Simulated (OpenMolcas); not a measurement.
**O2F (SMILES [O]OF), run twice**

Wanted: energy and one-electron properties of O2F, UKT3/ANO-XS-VDZ (DKH2, Cholesky decomposition, population LoProp).

The results are computed with OpenMolcas 26.06.

10 further runs of the same task are left out: 3 that didn't finish, 7 set aside as unsound or not needed.

### 1 Starting point

O2F has 3 atoms, charge 0, and is taken as a doublet. As SMILES, `[O]OF`. The coordinates come from a GFN2-xTB relaxation.

Bond lengths: O1–O2 1.194 Å. A long bond or contact: O2–F3 1.563 Å.

### 2 First attempt

Input file run.inp:

```
* FO2 Kohn-Sham DFT
>>> EXPORT MOLCAS_PRINT=2

&GATEWAY
 Coord
 3
 angstrom
 O       -1.074440      -0.094290      -0.613560
 O        0.124690       0.486900       0.122000
 F       -1.074440      -0.194290      -0.613560
 Basis
 ANO-XS-VDZ
 Group
 NoSym

&SEWARD
 High
 Relativistic
 R02E00

&SCF
 UHF
 Spin
 2
 KSDFT
 KT3
 Iterations
 73
 PrOrbitals
 1 1

&LOPROP
 NoField
```

Command:

```console
$ export MOLCAS_MEM=1860
$ pymolcas run.inp > run.log
```

Output:

```text
--- Start Module: gateway ---
[...]
--- Stop Module: gateway /rc=_RC_ALL_IS_WELL_ ---
[...]
      Basis functions           27
[...]
--- Start Module: scf ---
[...]
       Convergence after  14 Iterations
[...]
::    Total KS-DFT energy                             -24.4027160287
[...]
      Total spin, S                                     0.5007080981
[...]
      Total electronic charge=   25.000000
      Total            charge=   -0.000000
[...]
      Dipole Moment (debye):
      Origin of the operator (angstrom)=   -0.6983    0.0508   -0.3828
                   X= -3.6433E+00               Y= -2.1212E+00               Z= -2.2348E+00           Total=  4.7715E+00
      Quadrupole Moment (debye*angstrom):
[...]
--- Stop Module: scf /rc=_RC_ALL_IS_WELL_ ---
[...]
--- Start Module: loprop ---
[...]
--- Stop Module: loprop /rc=_RC_ALL_IS_WELL_ ---
[...]
```

Wall time 2.4 s (1 thread of Intel Xeon 6975P-C (Granite Rapids), shared host).

### 3 Diagnosis

The program ended normally, but the settings are unsound, so its numbers aren't properties of the molecule.

Cause: two atoms lie on top of or far too near each other. As the program read them, the closest atoms are 0.10 Å apart, against 1.19 Å in the sound input.

### 4 The mended input

Input file run.inp:

```
* FO2 Kohn-Sham DFT

&GATEWAY
 Coord
 3
 angstrom
 O        0.949760      -0.292600       0.491570
 O        0.124690       0.486900       0.122000
 F       -1.074440      -0.194290      -0.613560
 Basis = ANO-XS-VDZ
 Group = NoSym

&SEWARD
 High
 Relativistic = R02E00
 GridInput
 Grid=SG1Grid
 End of Grid

&SCF
 UHF
 Spin = 2
 KSDFT = KT3
 Iterations = 86
 Core
 PrOrbitals = 1 1

&LOPROP
 NoField
```

Command:

```console
$ export MOLCAS_MEM=1860
$ pymolcas run.inp > run.log
```

Output:

```text
--- Start Module: gateway ---
[...]
--- Stop Module: gateway /rc=_RC_ALL_IS_WELL_ ---
[...]
      Basis functions           27
[...]
--- Start Module: scf ---
[...]
       Convergence after  27 Iterations
[...]
::    Total KS-DFT energy                            -253.3179418398
[...]
      Total spin, S                                     0.5104724729
[...]
      Total electronic charge=   25.000000
      Total            charge=   -0.000000
[...]
      Dipole Moment (debye):
      Origin of the operator (angstrom)=   -0.0633   -0.0114   -0.0361
                   X=  1.0184E+00               Y=  4.2930E-01               Z=  6.0839E-01           Total=  1.2616E+00
      Quadrupole Moment (debye*angstrom):
[...]
--- Stop Module: scf /rc=_RC_ALL_IS_WELL_ ---
[...]
--- Start Module: loprop ---
[...]
--- Stop Module: loprop /rc=_RC_ALL_IS_WELL_ ---
[...]
```

It took 2.8 s on 1 thread of Intel Xeon 6975P-C (Granite Rapids), shared host.

Atomic charges (e):

| atom | Mulliken | program's own |
| --- | --- | --- |
| O1 | +0.040 | +0.004 |
| O2 | +0.146 | +0.209 |
| F3 | -0.186 | -0.213 |

### 5 Results

Level: UKT3/ANO-XS-VDZ (DKH2, Cholesky decomposition, population LoProp).

```
                          quantity          value
                      total energy  -253.31794 Eh
                     dipole moment         1.26 D
HOMO energy (highest over α and β)       -7.53 eV
 LUMO energy (lowest over α and β)       -5.26 eV
                              ⟨S²⟩          0.771
```

**Reading.** The first attempt's energy was +6229.101 eV off this one. Mulliken charges run from -0.19 on F3 to +0.15 on O2.
